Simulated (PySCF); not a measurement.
**A search over the determinants of SiCl**

Unrestricted PBE0; PySCF, no relativity, basis sets Si pcseg-1, Cl pcseg-1. Outer shells of the fragments: Si 3s2 3p2; Cl 3s2 3p5.

Followed along the bond (rough minima from three points):

```
2Ms+1   unpaired  ⟨S²⟩ at the start  R at minimum (Å)  Te (eV)
    2        π ↑               0.75              2.10     0.00
    4  σ ↑, π ↑↑               3.75              2.09     2.90
```

Solutions found at the starting distance of 2.085 Å, counted from the lowest of them; the search is not exhaustive and high or unbound solutions are not listed, so other states can lie among these:

```json
{"2Ms+1": "2", "unpaired": "π ↑", "term": "²Π", "E (eV)": "0.00", "⟨S²⟩": "0.75", "⟨Lz²⟩": "1.01", "μ (D)": "-1.12"}
{"2Ms+1": "4", "unpaired": "σ ↑, π ↑↑", "term": "⁴Σ⁻", "E (eV)": "2.90", "⟨S²⟩": "3.75", "⟨Lz²⟩": "0.00", "μ (D)": "-1.33"}
{"2Ms+1": "2", "unpaired": "σ ↑", "term": "²Σ⁺", "E (eV)": "3.30", "⟨S²⟩": "0.75", "⟨Lz²⟩": "0.00", "μ (D)": "-0.85"}
{"2Ms+1": "2", "unpaired": "σ ↑, π ↑↓", "term": "mixed", "E (eV)": "3.95", "⟨S²⟩": "1.76", "⟨Lz²⟩": "2.01", "μ (D)": "-0.66"}
{"2Ms+1": "2", "unpaired": "σ ↓, π ↑↑", "term": "mixed", "E (eV)": "4.25", "⟨S²⟩": "1.77", "⟨Lz²⟩": "0.00", "μ (D)": "-0.10"}
{"2Ms+1": "4", "unpaired": "π ↑↑↑", "term": "⁴Π", "E (eV)": "5.37", "⟨S²⟩": "3.76", "⟨Lz²⟩": "1.01", "μ (D)": "4.24"}
```

A term symbol is given only where ⟨S²⟩ and ⟨Lz²⟩ are close to those of a pure state; real π, δ and φ orbitals otherwise mix terms. A positive dipole means Si(−)Cl(+).

Counting both spins, an empty level lies below a filled one in some of these solutions, because spin and occupation are held.
